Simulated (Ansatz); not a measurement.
System: bcc Li. Method: PBEsol (Ansatz, a program for electronic structure, plane waves, PAW).

A relaxed, unreconstructed slab of the (110) face has 6 atoms, two equal faces of 8.332 Å² each and an energy of -1217.4454 eV. A bulk cell of 2 atoms with the same orientation and in-plane k mesh has -405.9960 eV. Energies are extrapolated to zero smearing.

Run with plane-wave cutoff 500 eV, 20×20×1 k mesh (along the axes of the cell as run), Fermi–Dirac smearing 0.1 eV, scalar-relativistic PAW data made under PBE.

Worked out: γ = (E_slab − N E_bulk per atom)/2A = [-1217.4454 − 6 × (-405.9960/2)]/(2 × 8.332) = 0.0326 eV/Å². With 16.022 J/m² per eV/Å² this is 0.52 J/m², or 0.27 eV per surface cell and face.
